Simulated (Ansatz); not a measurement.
The input, for Ansatz 0.2.0:

```yaml
crystal:
  periodic: [false, false, false]
  atoms:
    - {symbol: Ga, position_ang: [0.000000, 0.018129, 0.673312]}
    - {symbol: Be, position_ang: [0.000000, -0.461852, -4.843318]}
    - {symbol: H, position_ang: [0.000000, 2.875455, -3.270512]}
basis:
  gaussian: {orbitals: def2-SVP}
magnetization: {spin_polarized: false}
hamiltonian: {xc: {name: B3LYP}}
correlation: {method: ccsdt, electrons: outside_noble_gas}
scf: {omitted_lower_state_checks: [cluster_reference]}
```

```sh
$ ansatz run in.yaml --threads 1 --pin off --events-out ev --progress --plain --max-ram 2393MiB
```

The program prints:

```
these checks for a lower state are left out or cut short: cluster_reference
743 factors; integrals over basis functions are off by at most 1.8e-7 eV
mean field evaluation 1: about -52779.1928 eV, gradient 2.2e1 eV
mean field evaluation 2: about -52779.2033 eV, gradient 2.2e1 eV
mean field evaluation 4: about -52761.8056 eV, gradient 2.7e1 eV
mean field evaluation 8: about -52769.5956 eV, gradient 2.0e1 eV
mean field evaluation 16: about -52783.1370 eV, gradient 4.1e-4 eV
mean field evaluation 32: about -52779.9994 eV, gradient 1.8e1 eV
mean field evaluation 64: about -52763.8939 eV, gradient 1.5e1 eV
mean field -52783.13700092 eV, -1939.7445070887 hartree, gradient 5.3e-6 eV, S^2 0.000000; 4 other end points of the search recorded, 0 dependent functions left out; unrestricted orbitals would lower it
15 core orbitals not correlated: weight in the atoms' cores, before any rotation towards them, 1.000 or more for the frozen orbitals, at most 0.000 for the correlated occupied ones
reference -52733.10989800 eV, -1937.9060449660 hartree; 3, 3 occupied and 28, 28 virtual orbitals, 743 factors
second order -3.39071548 eV of doubles, -0.37476134 eV of singles
cycle   1  -3.16443484 eV  change   -9.1e-1 eV  update   1.5e-1
cycle   2  -3.71544549 eV  change   -5.5e-1 eV  update   1.2e-1
cycle   3  -4.08448268 eV  change   -3.7e-1 eV  update   1.0e-1
...
cycle  44  -5.51084722 eV  change   -2.0e-5 eV  update   1.1e-4
cycle  45  -5.51085479 eV  change   -7.6e-6 eV  update   4.1e-5
cycle  46  -5.51084347 eV  change    1.1e-5 eV  update   4.9e-6
cycle  47  -5.51084173 eV  change    1.7e-6 eV  update   5.0e-6
cycle  48  -5.51084192 eV  change   -1.9e-7 eV  update   8.8e-7
cycle  49  -5.51084266 eV  change   -7.4e-7 eV  update   6.7e-7
cycle  50  -5.51084332 eV  change   -6.6e-7 eV  update   4.1e-7
cycle  51  -5.51084362 eV  change   -3.0e-7 eV  update   2.5e-7
cycle  52  -5.51084396 eV  change   -3.4e-7 eV  update   1.9e-7
cycle  53  -5.51084423 eV  change   -2.6e-7 eV  update   1.1e-7
WARN: these amplitudes may be one of several solutions (largest doubles amplitude 0.91, level shift 5.54 eV)
Total energy: -52738.62074223 eV, -1938.1085647559 hartree
Checks for a lower state left out: cluster_reference
```

The T1 diagnostic is 0.148.

Ran on 1 thread of Arm Neoverse V2, shared host: 4.4 s wall, 0.1 GiB peak host memory.
